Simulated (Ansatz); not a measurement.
**CCSDT(Q)/STO-3G run of BHO2 (oxoborinic acid)**

Aim: the energy change on altering one bond length of BHO2 (oxoborinic acid) at CCSDT(Q)/STO-3G, from 2 runs. 

The calculation is run with Ansatz 0.2.0.

60 further runs of the same task are left out: 2 that didn't finish, 58 set aside as unsound or not needed.

**1. The system as given**

BHO2: 4 atoms, total charge 0, spin state singlet. SMILES: `O=BO`. The shape is that of a PBE0-D4/def2-TZVP optimisation.

Bond lengths: O1–B2 1.210 Å, B2–O3 1.322 Å, O3–H4 0.960 Å. Angles: O1–B2–O3 177.5°, B2–O3–H4 117.0°.

**2. The energy at CCSDT(Q)/STO-3G**

molecule.yaml

```yaml
crystal:
  periodic: [false, false, false]
  atoms:
    - {symbol: O, position_ang: [-1.555100, 0.523500, 0.428500]}
    - {symbol: B, position_ang: [-0.423900, 0.132000, 0.248600]}
    - {symbol: O, position_ang: [0.816700, -0.302000, 0.108600]}
    - {symbol: H, position_ang: [1.162300, -0.353500, -0.785700]}
basis:
  gaussian: {orbitals: STO-3G}
correlation: {method: ccsdt_q, frozen_orbitals: {B: 1, H: 0, O: 1}}
accuracy: high
scf: {omitted_lower_state_checks: [cluster_reference, increment]}
```

Launch:

```sh
$ ansatz run molecule.yaml --threads 1 --pin off --max-ram 2610MiB --events-out events.jsonl --progress --plain --runs-dir runs
```

Output (excerpt; [...] marks lines left out):

```text
Warning: RAYON_NUM_THREADS=1 ignored (pool sized by the plan → 1); use --threads N
Functional definition: HF
  name "HF"
[...]
273 factors; integrals over basis functions are off by at most 3.1e-8 eV
[...]
mean field -4699.46381050 eV, -172.7021096251 hartree, gradient 1.2e-8 eV, S^2 0.000000; 0 other end points of the search recorded, 0 dependent functions left out
3 core orbitals not correlated: weight in the atoms' cores, before any rotation towards them, 1.000 or more for the frozen orbitals, at most 0.000 for the correlated occupied ones
reference -4699.46381050 eV, -172.7021096251 hartree; 8, 8 occupied and 5, 5 virtual orbitals, 273 factors
second order -4.21295995 eV of doubles, -0.00000000 eV of singles
cycle   1  -4.11073775 eV  change    1.0e-1 eV  update   1.4e-1
[...]
cycle  23  -4.80581512 eV  change  -2.2e-11 eV  update  7.3e-10
perturbative correction 0.01316739 eV, 0.0004838925 hartree
Total energy: -4704.25645824 eV, -172.8782361806 hartree
Checks for a lower state left out: cluster_reference, increment
```

Wall time 0.3 s (1 thread of Arm Neoverse V1, shared host).

**3. The distorted shape at the same level**

input.yaml

```yaml
crystal:
  periodic: [false, false, false]
  atoms:
    - {symbol: O, position_ang: [-1.865252, 0.632001, 0.463500]}
    - {symbol: B, position_ang: [-0.734052, 0.240501, 0.283600]}
    - {symbol: O, position_ang: [0.816700, -0.302000, 0.108600]}
    - {symbol: H, position_ang: [1.162300, -0.353500, -0.785700]}
basis:
  gaussian:
    orbitals: STO-3G
total_charge: 0
correlation:
  method: ccsdt_q
  frozen_orbitals: {B: 1, H: 0, O: 1}
accuracy: high
scf:
  omitted_lower_state_checks: [cluster_reference, increment]
```

Launch:

```sh
$ ansatz run input.yaml --threads 1 --pin off --max-ram 2610MiB --events-out events.jsonl --progress --plain --runs-dir runs
```

Output (excerpt; [...] marks lines left out):

```text
Warning: RAYON_NUM_THREADS=1 ignored (pool sized by the plan → 1); use --threads N
[... 2 set-up lines as earlier in the session ...]
[...]
268 factors; integrals over basis functions are off by at most 3.9e-8 eV
[...]
mean field -4697.77846595 eV, -172.6401743551 hartree, gradient 2.6e-8 eV, S^2 0.000000; 0 other end points of the search recorded, 0 dependent functions left out
3 core orbitals not correlated: weight in the atoms' cores, before any rotation towards them, 1.000 or more for the frozen orbitals, at most 0.000 for the correlated occupied ones
reference -4697.77846595 eV, -172.6401743551 hartree; 8, 8 occupied and 5, 5 virtual orbitals, 268 factors
second order -4.51202578 eV of doubles, -0.00000000 eV of singles
cycle   1  -4.49258138 eV  change    1.9e-2 eV  update   1.5e-1
[...]
cycle  26  -5.30163491 eV  change  -2.0e-10 eV  update   1.0e-9
perturbative correction 0.01603416 eV, 0.0005892446 hartree
Total energy: -4703.06406670 eV, -172.8344165999 hartree
Checks for a lower state left out: cluster_reference, increment
```

Wall time 0.32 s (1 thread of Arm Neoverse V1, shared host).

**4. Summary of results**

Level: CCSDT(Q)/STO-3G, 3 core orbitals frozen.

```
                                                         quantity          value
                                        first shape: total energy  -172.87824 Eh
         first shape: correlation energy (3 core orbitals frozen)     -176.1 mEh
                                       first shape: T1 diagnostic          0.017
                                    distorted shape: total energy  -172.83442 Eh
     distorted shape: correlation energy (3 core orbitals frozen)     -194.2 mEh
                                   distorted shape: T1 diagnostic          0.019
energy change with the B2–O3 bond stretched from 1.322 to 1.652 Å       1.192 eV
```

**Reading.** With the B2–O3 bond stretched from 1.322 to 1.652 Å the energy rises by 1.19 eV (27 kcal/mol). The first shape isn't relaxed at this level, so the change isn't measured from a minimum. The minimal basis adds a large error of its own.
